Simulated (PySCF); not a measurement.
## CO⁺: from constants to spectrum

ROHF-CCSD(T) constants of CO⁺, ²Σ⁺ (doublet), unpaired electrons σ ↑ (C jorge-DZP-DKH, O jorge-DZP-DKH; spin-free X2C with a Gaussian nucleus (PySCF 2.14); masses 12.0000 and 15.9949 u):

* ωe: 2185.2 cm⁻¹
* ωexe: 15.1 cm⁻¹
* Be: 1.9069 cm⁻¹
* αe: 0.0181 cm⁻¹
* D (centrifugal): 5.81e-06 cm⁻¹
* De to C⁺ + O: 7.72 eV

Give the vibrational terms G(v) and spacings up to v = 6.

G(v) = ωe(v+½) − ωexe(v+½)².

```json
{"v": "0", "G(v) (cm⁻¹)": "1088.8", "G(v) − G(v−1)": "", "Bv (cm⁻¹)": "1.898"}
{"v": "1", "G(v) (cm⁻¹)": "3243.8", "G(v) − G(v−1)": "2155.0", "Bv (cm⁻¹)": "1.880"}
{"v": "2", "G(v) (cm⁻¹)": "5368.6", "G(v) − G(v−1)": "2124.8", "Bv (cm⁻¹)": "1.862"}
{"v": "3", "G(v) (cm⁻¹)": "7463.2", "G(v) − G(v−1)": "2094.6", "Bv (cm⁻¹)": "1.844"}
{"v": "4", "G(v) (cm⁻¹)": "9527.6", "G(v) − G(v−1)": "2064.4", "Bv (cm⁻¹)": "1.825"}
{"v": "5", "G(v) (cm⁻¹)": "11561.8", "G(v) − G(v−1)": "2034.2", "Bv (cm⁻¹)": "1.807"}
{"v": "6", "G(v) (cm⁻¹)": "13565.8", "G(v) − G(v−1)": "2004.0", "Bv (cm⁻¹)": "1.789"}
```

How well does the Morse estimate ωe²/(4ωexe) reproduce De, and what is D0?

It gives 9.80 eV, 127 % of the computed De. D0 = De − G(0) = 7.72 − 0.13 = 7.59 eV.

Correlated steps freeze 2 core orbitals. Correlated levels converge slowly with the basis: in double zeta they bind strong bonds too weakly, by up to about 1 eV, and carry superposition errors of some tenths. For an ion De counts to the pair picked by the measured ionisation energies or electron affinities, which need not be the lowest pair at this level. The state was picked by a PBE0 search and need not be the measured ground state.
